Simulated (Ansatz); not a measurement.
**CHAl (triplet): the correlation ladder at distance Al1–H3 = 1.926 Å, 6-31G**

Aim: climb from Hartree-Fock through coupled cluster and multireference methods for CHAl (triplet) at one geometry and basis, and see what each rung misses.

The runs use Ansatz 0.2.0, Gaussian basis; 6-31G, core rule «outside noble gas», up to 6 orbitals frozen.

Plan: UHF; CCSD(T) on ROHF; CCSD(T) on UHF; BCCD(T) on ROHF; CISD; CCSDT(Q) on ROHF; CCSDT(Q) on UHF; CISDTQ; CCSDTQ on ROHF; CCSDTQ on UHF; CASSCF and MRCISD+Q, 4 electrons in 4 orbitals; CASSCF and NEVPT2, 4 electrons in 4 orbitals; CASSCF and MRCISD+Q, 8 electrons in 9 orbitals; CASSCF and NEVPT4(SD), 8 electrons in 9 orbitals; CASSCF and NEVPT2, 8 electrons in 9 orbitals; Full CI.

16 further runs of the same task are left out: 1 for a known fault of the program, 14 that didn't finish, 1 set aside as unsound or not needed.

## (1) The geometry

The geometry derives from a PBE0/def2-TZVP stationary point (not a proven minimum). One bond is set to the value named and the two fragments are kept rigid.

3 atoms, charge 0, spin multiplicity 3.

Atoms are counted from 1 here; the program's logs count them from 0.

Bond lengths: Al1–C2 1.916 Å, Al1–H3 1.926 Å. Angles: C2–Al1–H3 180.0°.

## (2) UHF

The input, in.yaml:

```yaml
crystal:
  periodic: [false, false, false]
  atoms:
    - {symbol: Al, position_ang: [0.000000, 0.000000, -0.003267]}
    - {symbol: C, position_ang: [0.000000, 0.000000, -1.919467]}
    - {symbol: H, position_ang: [0.000000, 0.000000, 1.922733]}
basis:
  gaussian: {orbitals: 6-31G}
magnetization: {spin_polarized: true, initial_magnetization: 2}
hamiltonian: {xc: hf}
output: {orbitals: {seedname: orbitals}}
```

Started as:

```bash
ansatz run in.yaml --threads 1 --pin off --events-out ev --progress --plain --max-ram 2393MiB
```

After this run come: CCSD(T) on ROHF; CCSD(T) on UHF; BCCD(T) on ROHF; CISD; CCSDT(Q) on ROHF; CCSDT(Q) on UHF; CISDTQ; CCSDTQ on ROHF; CCSDTQ on UHF; CASSCF and MRCISD+Q, 4 electrons in 4 orbitals; CASSCF and NEVPT2, 4 electrons in 4 orbitals; CASSCF and MRCISD+Q, 8 electrons in 9 orbitals; CASSCF and NEVPT4(SD), 8 electrons in 9 orbitals; CASSCF and NEVPT2, 8 electrons in 9 orbitals; Full CI.

Before running them: what should the planned runs give, taken together? Wanted: FCI below the RHF energy; RMP2 from FCI; UMP2 from FCI; RCCSD from FCI; RCCSD(T) from FCI; UCCSD(T) from FCI; RCCSDT(Q) from FCI; UCCSDT(Q) from FCI; NEVPT2 pair from FCI.

**Answer**, as computed:

| quantity | value |
| --- | --- |
| FCI below the RHF energy | -3.6751 eV |
| RMP2 from FCI | +101.7 kJ/mol |
| UMP2 from FCI | +139.5 kJ/mol |
| RCCSD from FCI | +25.6 kJ/mol |
| RCCSD(T) from FCI | +8.0 kJ/mol |
| UCCSD(T) from FCI | +9.9 kJ/mol |
| RCCSDT(Q) from FCI | 0.0 kJ/mol |
| UCCSDT(Q) from FCI | -1.0 kJ/mol |
| NEVPT2 pair from FCI | +87.7 kJ/mol |
| MRCISD+Q pair from FCI | +6.9 kJ/mol |
| NEVPT2 valence from FCI | +25.3 kJ/mol |
| levels within 1 kcal/mol (43 meV) | RCCSDT, UCCSDT, CISDTQ, RCCSDT(Q), UCCSDT(Q), RCCSDTQ, UCCSDTQ, NEVPT4(SD) valence, MRCISD valence, MRCISD+Q valence |
| T1 diagnostic | 0.053 |
| effectively unpaired electrons | 2.23 |

What this shows: RCCSD(T) misses by +8.0 kJ/mol, 2.3 % of the correlation energy. UCCSDT(Q) falls below full CI: unrestricted runs freeze a spin-polarised core, another one than full CI's, and coupled cluster isn't variational. The occupations show some static correlation. Of the multireference levels listed MRCISD+Q valence comes nearest in total energy (+1.4 kJ/mol), which doesn't show that its space is the better one. These misses are within one basis, not against nature; the frozen cores of restricted and unrestricted runs differ, which can shift their rows.
